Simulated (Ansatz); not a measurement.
**CHOSi+ (singlet): from Hartree-Fock to the top rungs, cc-pVDZ**

Aim: climb from Hartree-Fock through coupled cluster and multireference methods for CHOSi+ (singlet) at one geometry and basis, and see what each rung misses.

Computed with Ansatz 0.2.0, Gaussian basis. Level: cc-pVDZ, core rule «outside noble gas», up to 7 orbitals frozen.

To be run: UHF; CCSD(T) on RHF; BCCD(T) on RHF; CISD; CCSDT(Q) on RHF; CASSCF and MRCISD+Q, 8 electrons in 8 orbitals; CASSCF and NEVPT2, 8 electrons in 8 orbitals.

17 further runs of the same task are left out: 5 that didn't finish, 12 set aside as unsound or not needed.

## 1. The geometry

The geometry is a PBE0/def2-TZVP stationary point (not a proven minimum) of the parent state, kept for this charge and spin.

4 atoms, charge 1, spin multiplicity 1.

Atoms are counted from 1 here; the program's logs count them from 0.

Bond lengths: O1–C2 1.331 Å, O1–Si3 1.857 Å, C2–Si3 1.748 Å, C2–H4 1.085 Å. Angles: C2–O1–Si3 64.0°, O1–C2–Si3 72.8°, O1–C2–H4 121.1°, Si3–C2–H4 166.2°, O1–Si3–C2 43.2°.

## 2. UHF

Input file in.yaml:

```yaml
crystal:
  periodic: [false, false, false]
  atoms:
    - {symbol: O, position_ang: [0.000000, -0.668907, 0.842254]}
    - {symbol: C, position_ang: [0.000000, 0.660489, 0.770206]}
    - {symbol: Si, position_ang: [0.000000, 0.053019, -0.869044]}
    - {symbol: H, position_ang: [0.000000, 1.270023, 1.668016]}
basis:
  gaussian: {orbitals: cc-pVDZ}
total_charge: 1
magnetization: {spin_polarized: true, initial_magnetization: 0}
hamiltonian: {xc: hf}
output: {orbitals: {seedname: orbitals}}
```

On the command line:

```bash
> ansatz run in.yaml --threads 1 --pin off --events-out ev --progress --plain --max-ram 2393MiB
```

Further steps of the session: CCSD(T) on RHF; BCCD(T) on RHF; CISD; CCSDT(Q) on RHF; CASSCF and MRCISD+Q, 8 electrons in 8 orbitals; CASSCF and NEVPT2, 8 electrons in 8 orbitals.

Before running them: what should the planned runs give, taken together? Wanted: RCCSDT(Q) below the RHF energy; RMP2 from RCCSDT(Q); RCCSD from RCCSDT(Q); RCCSD(T) from RCCSDT(Q); NEVPT2 frontier from RCCSDT(Q); MRCISD+Q frontier from RCCSDT(Q); T1 diagnostic.

The runs gave:

```
                         quantity          value
   RCCSDT(Q) below the RHF energy    -11.3046 eV
              RMP2 from RCCSDT(Q)   +99.4 kJ/mol
             RCCSD from RCCSDT(Q)   +49.4 kJ/mol
          RCCSD(T) from RCCSDT(Q)    +6.8 kJ/mol
   NEVPT2 frontier from RCCSDT(Q)  +145.8 kJ/mol
 MRCISD+Q frontier from RCCSDT(Q)   +12.5 kJ/mol
levels within 1 kcal/mol (43 meV)           none
                    T1 diagnostic          0.023
```

What this shows: RCCSD(T) misses by +6.8 kJ/mol, 0.6 % of the correlation energy. Of the multireference levels listed MRCISD+Q frontier comes nearest in total energy (+12.5 kJ/mol), which doesn't show that its space is the better one. These misses are within one basis, not against nature.
